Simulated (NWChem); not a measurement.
# C3H6OS (SMILES SCC1CO1): levels of theory compared

Wanted: a comparison of 4 runs (HF/STO-3G, HF/3-21G, B3LYP/6-31G*) of C3H6OS. 

The calculation is run with NWChem 7.3.0.

## Step 1: The system as given

C3H6OS: 11 atoms, total charge 0, spin state singlet. As SMILES, `SCC1CO1`. The coordinates come from a PBE0-D4/def2-TZVP relaxation. This is a higher conformer, about 13 kJ/mol above the lowest found by a separate search.

Bond lengths: S1–C2 1.820 Å, C2–C3 1.496 Å, C3–C4 1.460 Å, C3–O5 1.418 Å, C4–O5 1.416 Å, S1–H6 1.341 Å, C2–H7 1.092 Å, C2–H8 1.091 Å, C3–H9 1.089 Å, C4–H10 1.088 Å, C4–H11 1.087 Å. Some angles: S1–C2–C3 109.5°, C2–C3–C4 121.2°, C2–C3–O5 116.7°, C4–C3–O5 59.0°, C3–C4–O5 59.0°, C3–O5–C4 62.0°, S1–C2–H7 108.9°, S1–C2–H8 110.2°, C3–C2–H7 109.2°, C3–C2–H8 109.8°.

## Step 2: Energy and gradient at HF/STO-3G (run 1)

File run.nw:

```
start run
title "C3H6OS"
memory 2200 mb

geometry units bohr noautosym nocenter noautoz
  S     -2.28316710     0.46732927     3.83614403
  C     -1.24495157     1.04218396     0.60754695
  C      1.15896903    -0.36415022     0.12642268
  C      1.73268988    -1.40293267    -2.36329149
  O      0.93994977    -2.98973570    -0.35885899
  H     -3.82839616     2.47006102     3.99960534
  H     -0.90895827     3.06286810     0.36377228
  H     -2.69248178     0.42518838    -0.72508791
  H      2.72989836     0.13133597     1.36060281
  H      0.37473269    -1.16992944    -3.88848945
  H      3.69139101    -1.62119604    -2.94305947
end

basis spherical bse
  * library STO-3G
end

scf
  thresh 1e-08
  maxiter 80
  print medium
end

task scf gradient
```

Run with:

```
nwchem run.nw > run.out
```

What it wrote:

```text
[...]
  functions       =    35
[...]
  wavefunction    = RHF
[...]
         Total SCF energy =   -582.680036016469
      One-electron energy =  -1245.970973619930
      Two-electron energy =    441.745831680962
 Nuclear repulsion energy =    221.545105922499
        Time for solution =      2.0s
[...]
                         RHF ENERGY GRADIENTS
    atom               coordinates                        gradient
                 x          y          z           x          y          z
   1 S      -2.283167   0.467329   3.836144    0.002965  -0.005161   0.001295
   2 C      -1.244952   1.042184   0.607547    0.027109  -0.018652  -0.019199
   3 C       1.158969  -0.364150   0.126423   -0.015794  -0.003412  -0.018410
   4 C       1.732690  -1.402933  -2.363291   -0.009559   0.006864   0.029050
   5 O       0.939950  -2.989736  -0.358859    0.004914   0.023650  -0.007623
   6 H      -3.828396   2.470061   3.999605   -0.004818   0.005805   0.003389
   7 H      -0.908958   3.062868   0.363772    0.001873   0.002850   0.003979
   8 H      -2.692482   0.425188  -0.725088   -0.003110  -0.003412   0.000772
   9 H       2.729898   0.131336   1.360603   -0.000724  -0.003643   0.001112
  10 H       0.374733  -1.169929  -3.888489   -0.003054  -0.002478   0.002200
  11 H       3.691391  -1.621196  -2.943059    0.000200  -0.002410   0.003434
[...]
```

It took 3 s on 1 thread of Intel Xeon 6975P-C (Granite Rapids), shared host; peak memory 0.094 GiB.

## Step 3: Energy and gradient at HF/3-21G (run 2)

File mol.nw:

```
start mol
title "C3H6OS hf"
memory total 2200 mb
charge 0

geometry units angstroms noautosym nocenter noautoz
S     -1.208200     0.247300     2.030000
C     -0.658800     0.551500     0.321500
C      0.613300    -0.192700     0.066900
C      0.916900    -0.742400    -1.250600
O      0.497400    -1.582100    -0.189900
H     -2.025900     1.307100     2.116500
H     -0.481000     1.620800     0.192500
H     -1.424800     0.225000    -0.383700
H      1.444600     0.069500     0.720000
H      0.198300    -0.619100    -2.057700
H      1.953400    -0.857900    -1.557400
end

basis spherical bse
* library 3-21G
end

scf
singlet
rhf
thresh 1e-08
maxiter 80
end

task scf gradient
```

Run with:

```
nwchem mol.nw > mol.out
```

What it wrote:

```text
[...]
  functions       =    61
[...]
  wavefunction    = RHF
[...]
         Total SCF energy =   -586.371209800126
      One-electron energy =  -1246.351890567738
      Two-electron energy =    438.435558998423
 Nuclear repulsion energy =    221.545121769189
        Time for solution =      2.7s
[...]
                         RHF ENERGY GRADIENTS
    atom               coordinates                        gradient
                 x          y          z           x          y          z
   1 S      -2.283167   0.467329   3.836144    0.007348   0.007133  -0.024927
   2 C      -1.244951   1.042184   0.607547   -0.004107  -0.009515   0.034585
   3 C       1.158969  -0.364150   0.126423   -0.016213  -0.032016  -0.020321
   4 C       1.732690  -1.402933  -2.363291   -0.013188  -0.015249   0.042882
   5 O       0.939950  -2.989735  -0.358859    0.014015   0.046808  -0.019041
   6 H      -3.828396   2.470061   3.999605    0.004271  -0.003592  -0.003073
   7 H      -0.908958   3.062868   0.363772    0.001259   0.007940  -0.000424
   8 H      -2.692482   0.425188  -0.725088   -0.005342  -0.002236  -0.006412
   9 H       2.729898   0.131336   1.360603    0.009179   0.001694   0.007167
  10 H       0.374733  -1.169929  -3.888489   -0.007944   0.000824  -0.007793
  11 H       3.691391  -1.621196  -2.943059    0.010724  -0.001791  -0.002642
[...]
```

Wall time 3.9 s (1 thread of Intel Xeon 6975P-C (Granite Rapids), shared host); peak memory 0.096 GiB.

Run 3 isn't shown in full; the table further down has it.

## Step 4: Energy and forces at B3LYP/6-31G(d) (Cartesian functions) (run 4)

File c3h6os.xyz:

```xyz
11

S     -1.208200     0.247300     2.030000
C     -0.658800     0.551500     0.321500
C      0.613300    -0.192700     0.066900
C      0.916900    -0.742400    -1.250600
O      0.497400    -1.582100    -0.189900
H     -2.025900     1.307100     2.116500
H     -0.481000     1.620800     0.192500
H     -1.424800     0.225000    -0.383700
H      1.444600     0.069500     0.720000
H      0.198300    -0.619100    -2.057700
H      1.953400    -0.857900    -1.557400
```

File c3h6os.nw:

```
start c3h6os
memory 2200 mb
geometry units angstrom noautosym nocenter noautoz
  load format xyz c3h6os.xyz
end
basis
  * library 6-31G*
end
dft
  xc b3lyp
  grid fine
  convergence energy 1e-08
  iterations 100
  mulliken
  print medium
end
task dft gradient
```

Run with:

```
nwchem c3h6os.nw > c3h6os.out
```

What it wrote:

```text
[...]
          Wavefunction type:  closed shell.
          No. of atoms     :    11
          No. of electrons :    48
[...]
          Charge           :     0
          Spin multiplicity:     1
[...]
          AO basis - number of functions:    91
[...]
              XC Information
              --------------
                         B3LYP Method XC Potential
                     Hartree-Fock (Exact) Exchange  0.200
                        Slater Exchange Functional  0.800 local
                    Becke 1988 Exchange Functional  0.720 non-local
              Lee-Yang-Parr Correlation Functional  0.810
                  VWN I RPA Correlation Functional  0.190 local
[...]
 d= 0,ls=0.0,diis     1   -591.1918952947 -8.13D+02  1.52D-02  9.18D-01     2.3
[...]
 d= 0,ls=0.0,diis    10   -591.2872495384 -4.38D-09  4.20D-07  2.75D-09    17.2
         Total DFT energy =     -591.287249538434
      One electron energy =    -1251.038928235327
           Coulomb energy =      491.026096587737
    Exchange-Corr. energy =      -52.819539660034
 Nuclear repulsion energy =      221.545121769189
[...]
      Total Density - Mulliken Population Analysis
     ---------------------------------------------
    Atom       Charge   Shell Charges
 -----------   ------   -------------------------------------------------------
    1 S   16    16.06   2.00  1.99  5.97  1.41  3.04  0.50  1.12  0.03
    2 C    6     6.43   1.99  0.69  2.09  0.64  0.98  0.03
    3 C    6     5.90   1.99  0.70  2.07  0.48  0.61  0.05
    4 C    6     6.11   1.99  0.70  2.08  0.55  0.74  0.05
    5 O    8     8.42   1.99  0.92  2.86  1.05  1.59  0.01
    6 H    1     0.91   0.51  0.40
    7 H    1     0.82   0.53  0.29
    8 H    1     0.82   0.53  0.29
    9 H    1     0.84   0.53  0.31
   10 H    1     0.85   0.54  0.31
[...]
  wavefunction    = closed shell
[...]
```

Run time: 22 s. Hardware: 1 thread of Intel Xeon 6975P-C (Granite Rapids), shared host; peak memory 0.12 GiB.

## Step 5: The series

| run | level | iteration cap | module | energy (Eh) | dipole moment (D) | HOMO energy (eV) | LUMO energy (eV) | wall time |
| --- | --- | --- | --- | --- | --- | --- | --- | --- |
| 1 | HF/STO-3G | 80 | scf | -582.680036 | 2.34 | -7.17 | 11.43 | 3 s |
| 2 | HF/3-21G | 80 | scf | -586.371210 | 4.21 | -9.94 | 5.11 | 3.9 s |
| 3 | B3LYP/6-31G* (spherical functions) | 100 | dft | -591.280769 | – | – | – | 50 s |
| 4 | B3LYP/6-31G* (Cartesian functions) | 100 | dft | -591.287250 | 3.30 | -6.51 | 0.73 | 22 s |

## Step 6: Outcome

| quantity | value |
| --- | --- |
| run 4: total energy | -591.28725 Eh |
| run 4: dipole moment | 3.30 D |
| run 4: HOMO energy | -6.51 eV |
| run 4: LUMO energy | 0.73 eV |
| run 4: HOMO–LUMO gap | 7.24 eV |
| run 4: largest force on an atom | 0.757 eV/Å |

Over runs 1, 2, 4 the dipole moment (its size) runs from 2.34 D (HF/STO-3G) to 4.21 D (HF/3-21G). Over runs 1, 2, 4 the HOMO–LUMO gap runs from 7.24 eV (B3LYP/6-31G*) to 18.60 eV (HF/STO-3G). The two ends differ in method and basis. In run 1 the basis is minimal, so the values are rough. All runs together took 79 s, the longest 50 s.
